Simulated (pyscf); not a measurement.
fluoromethane (H₃C–F) + ZnH₂ → methane (CH₄) + F–ZnH (four-centre exchange; singlet surface; C–F, H–Zn broken, C–H, F–Zn formed). PySCF, gas phase, ωB97X-D3(BJ)/def2-SVP geometries. MP2 and CC: frozen core, UHF for open shells. ΔMP2 is the change of the MP2 total energy from the triple- to the quadruple-zeta basis. Energies in kcal/mol from the separated reactants.

| level | barrier | reaction energy |
|---|---|---|
| PBE0-D3(BJ)/def2-TZVP | 47.5 | -43.3 |
| M06-2X/def2-TZVP | 48.6 | -45.0 |
| ωB97M-D3(BJ)/def2-TZVP | (withheld) | -43.7 |
| HF/def2-TZVP | 66.0 | -42.5 |
| MP2/def2-QZVPP | 50.3 | -48.6 |
| CCSD(T)/def2-TZVPP | 50.6 | -44.9 |
| CCSD(T)/def2-TZVPP + ΔMP2(QZVPP) | (withheld) | (withheld) |

Question: Complete the blanks.

Answer: 
- ωB97M-D3(BJ)/def2-TZVP, barrier: 48.9
- CCSD(T)/def2-TZVPP + ΔMP2(QZVPP), barrier: 48.2
- CCSD(T)/def2-TZVPP + ΔMP2(QZVPP), reaction energy: -46.4

On the reactant side the descent ends in a complex, 4.5 kcal/mol under the separated species and 54.1 kcal/mol under the saddle at ωB97X-D3(BJ)/def2-TZVP. One saddle was located; it need not be the lowest between these sides. The CCSD(T) − MP2 part came from Ansatz, without density fitting, on the same reference. The frozen core leaves the outer d or s,p core shells of the metals and heavy elements correlated in the MP2 and CC values, and def2-TZVPP describes them poorly, which can shift differences by a few kcal/mol. Elements up to Kr have no core potential and no relativistic terms here.
